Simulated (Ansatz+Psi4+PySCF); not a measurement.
## doublet SiH₃: levels of theory in one basis

```yaml
atoms:
  - { symbol: Si, position_ang: [-0.0226, -0.0191, 0.0843] }
  - { symbol: H, position_ang: [-0.0188, 1.3987, -0.3883] }
  - { symbol: H, position_ang: [1.2151, -0.6791, -0.3621] }
  - { symbol: H, position_ang: [-1.2085, -0.6974, -0.3941] }
```

Basis set: cc-pVTZ on H; cc-pV(T+d)Z on Si (spherical functions). Left uncorrelated: 5 orbitals. Correlation on ROHF uses semicanonical orbitals with singles. Charge 0, multiplicity 2.

Computed with Ansatz (development build ahead of 0.2.0) and Psi4 1.11; each method stands on the lowest determinant of its kind that the runs found.

| method | E − E(ROHF) (eV) | <S²> of the determinant |
| --- | --- | --- |
| ROHF | 0.00 | 0.75 |
| UHF | -0.04 | 0.75 |
| ROHF-MP2 | -3.20 | – |
| UHF-MP2 | -3.21 | 0.75 |
